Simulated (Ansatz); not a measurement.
Basis-set extrapolation for CH3AlS (PBE0-D4/def2-TZVP geometry, frozen core, Ansatz). Multiplicity 1, RHF reference.

```
                      def2-TZVPP   def2-QZVPP
                 HF  -679.058676  -679.078779
    MP2 correlation    -0.410044    -0.441237
CCSD(T) correlation    -0.468845      not run
```

Energies in hartree. Use E(X) = E(∞) + A·exp(−7.88·√X) for Hartree–Fock and E(X) = E(∞) + B·X^(−2.97) for correlation, with X = 3 and 4, and add CCSD(T) minus MP2 of the smaller set to the MP2 limit.

Question: What is the CCSD(T) energy at the basis-set limit?

Answer: HF limit: -679.078779 + (-0.020103) × 0.13774 = -679.08155. MP2 limit: -0.441237 + (-0.031193) × 0.74074 = -0.46434. Higher-order term: -0.468845 − (-0.410044) = -0.05880. Total: -679.60469 hartree, 202.6 kJ/mol below CCSD(T)/def2-TZVPP.
